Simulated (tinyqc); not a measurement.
Worked calculation: Hueckel theory of the pi electrons, for the molecule N=c1cc1 (SMILES; centres numbered as the heavy atoms are written). One step of it, computed by the program tinyqc.

Task: Orbitals. Diagonalise; E = alpha + x beta with beta < 0, so the largest x are filled first; degenerate levels share their electrons. P = sum n_i c_ri c_si; each orbital has its largest coefficient positive (the first on a tie).

Hueckel matrix in units of beta (H = alpha + beta A), lower triangle:
```
,1N,2C,3C,4C
1N,0.500000
2C,1.000000,0.000000
3C,0.000000,1.000000,0.000000
4C,0.000000,1.000000,1.000000,0.000000
```

pi electrons, sum of z_r less the charge = 4

Give: x values; occupations; coefficients; charge and bond-order matrix P.

Result:

x values: 2.2203  0.6550  -1.0000  -1.3753

occupations: 2.0000  2.0000  0.0000  0.0000

coefficients:
```
,MO1,MO2,MO3,MO4
1N,0.3550,0.8369,0.0000,-0.4165
2C,0.6107,0.1297,0.0000,0.7811
3C,0.5005,-0.3760,0.7071,-0.3289
4C,0.5005,-0.3760,-0.7071,-0.3289
```

charge and bond-order matrix P, lower triangle:
```
,1N,2C,3C,4C
1N,1.6530
2C,0.6508,0.7796
3C,-0.2740,0.5138,0.7837
4C,-0.2740,0.5138,0.7837,0.7837
```
